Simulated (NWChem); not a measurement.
# silicon monoxide (SiO, singlet); SMILES [Si]=O

All runs: NWChem. Low-valent species are run as closed-shell singlets; no triplet was tried in these runs. Each level has its own optimisation. Computed dipoles belong to the equilibrium geometry; the measured one is vibrationally averaged.

Measured dipole moment: 3.10 D (NIST CCCBDB, as tabulated in the package chemicals).

### Question
Which of these levels lies farthest from the measured value, and how do the others fare: B3LYP/def2-TZVP; Hartree-Fock/STO-3G; LDA (Slater exchange, VWN5)/def2-SVP; PBE0-D3(BJ)/def2-TZVP; BP86/def2-TZVP?

### Answer
Hartree-Fock/STO-3G.
```json
[
 {"level": "BP86/def2-TZVP", "dipole moment (D)": "2.88", "computed − measured": "-0.22"},
 {"level": "Hartree-Fock/STO-3G", "dipole moment (D)": "1.82", "computed − measured": "-1.28"},
 {"level": "LDA (Slater exchange, VWN5)/def2-SVP", "dipole moment (D)": "2.43", "computed − measured": "-0.67"},
 {"level": "B3LYP/def2-TZVP", "dipole moment (D)": "3.12", "computed − measured": "+0.02"},
 {"level": "PBE0-D3(BJ)/def2-TZVP", "dipole moment (D)": "3.05", "computed − measured": "-0.05"}
]
```
